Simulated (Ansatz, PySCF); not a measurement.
This PySCF input computes a CCSD(T)/cc-pVDZ energy:

```python
from pyscf import gto, scf, mp, cc as ccmod

mol = gto.M(
    atom='''
    F    -0.00000000   -0.00000000   -0.10164744
    H     0.00000000    0.00000000    0.91482694
    ''',
    basis='cc-pvdz',
    charge=1,
    spin=1,
    symmetry='C2v',
    verbose=4,
)

mf = scf.UHF(mol)
mf.conv_tol = 1e-10
mf.max_cycle = 100
mf.kernel()
mp2 = mp.MP2(mf, frozen=1).run()
cc = ccmod.CCSD(mf, frozen=1)
cc.max_cycle = 100
cc.kernel()
et = cc.ccsd_t()
print(f'E(CCSD(T)) = {cc.e_tot + et:.9f}')
```

**Question.** Write an input for the same energy in Ansatz (a program for electronic structure) and say what it gives.

**Answer.** 
Ansatz 0.2 input:
```yaml
crystal:
  periodic: [false, false, false]
  atoms:
    - {symbol: F, position_ang: [-0.00000000, -0.00000000, -0.10164744]}
    - {symbol: H, position_ang: [0.00000000, 0.00000000, 0.91482694]}
basis:
  gaussian:
    orbitals: cc-pVDZ
total_charge: 1
magnetization: {spin_polarized: true, initial_magnetization: 1}
correlation: {method: ccsd_t, electrons: outside_noble_gas}
```
It gives -99.66721 Eh, and PySCF -99.66721 Eh, a difference of 0.00 mEh.
